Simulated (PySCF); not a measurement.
**Spin-rotation constants: SMILES C=C=C, C₃H₄**

Geometry:
```tsv
atom	x (Å)	y (Å)	z (Å)
C1	-1.287	-0.046	-0.039
C2	0.021	-0.043	-0.047
C3	1.328	-0.040	-0.054
H4	-1.852	0.590	0.650
H5	-1.857	-0.685	-0.722
H6	1.890	0.648	-0.695
H7	1.901	-0.725	0.580
```

Level of theory: GIAO B3LYP/aug-pcSseg-1 magnetisability, rotational g tensor and spin-rotation constants, non-relativistic, gas phase (PySCF). Geometry: PBE0-D3(BJ)/def2-SVP.

(1) Give the nuclear spin-rotation constants along the inertial axes (H = +C I·J) beside the isotropic shieldings.

Answers

(1) Rotational constants 142.8686, 8.8702, 8.8702 GHz. A star marks the isotopologue with that one atom substituted, in its own axes.
```csv
atom,isotope,Caa (kHz),Cbb (kHz),Ccc (kHz),mean (kHz),σ (ppm)
H4,1H,-7.464,-0.365,-0.365,-2.731,26.5
H5,1H,-7.462,-0.365,-0.365,-2.731,26.5
H6,1H,-7.463,-0.365,-0.365,-2.731,26.5
H7,1H,-7.461,-0.365,-0.365,-2.730,26.5
C1,13C*,31.659,2.212,2.212,12.027,101.9
C2,13C*,63.930,4.405,4.405,24.247,-51.9
```
Where two moments of inertia are equal or nearly so, the constants along those axes are given as their average.
For the geometry as given, no vibrational averaging.
